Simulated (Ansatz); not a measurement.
`[CH]1=[N][AlH]1`, relaxed with RKS PBE-D4/def2-SVP in Ansatz from a rough embedded geometry. The force threshold is 0.03 eV/Å; the program also tests the step.

The species carries charge 0 and has multiplicity 1.

Start:

```xyz
5

C     0.420    0.138   -0.839
N    -0.788   -0.434   -0.947
Al   -0.340   -0.102    0.728
H     1.274    0.569   -1.261
H    -0.566   -0.172    2.318
```

```tsv
step	energy (eV)	largest force (eV/Å)	largest move (Å)
1	-9142.4399	3.710	0.000
2	-9142.9899	1.882	0.154
3	-9143.2902	0.976	0.198
4 (rejected)	-9143.2329	2.071	0.103
5	-9143.3182	0.184	0.050
6	-9143.3218	0.191	0.027
7	-9143.3232	0.115	0.030
8	-9143.3297	0.111	0.061
9	-9143.3338	0.121	0.086
10 (rejected)	-9143.3312	0.448	0.019
11	-9143.3352	0.042	0.009
12	-9143.3368	0.056	0.057
13	-9143.3380	0.099	0.087
14	-9143.3391	0.126	0.047
15	-9143.3404	0.273	0.132
16	-9143.3435	0.243	0.017
17	-9143.3502	0.102	0.043
18	-9143.3514	0.080	0.074
19	-9143.3526	0.023	0.016
```

End:

```xyz
5

C     0.374    0.142   -0.812
N    -0.725   -0.388   -0.703
Al    0.284    0.198    1.206
H     1.098    0.455   -1.592
H    -1.031   -0.407    1.901
```

Hardware: 2 threads of an Arm Neoverse V1 on a shared host. Wall time 14 s, peak host memory 0.12 GiB.
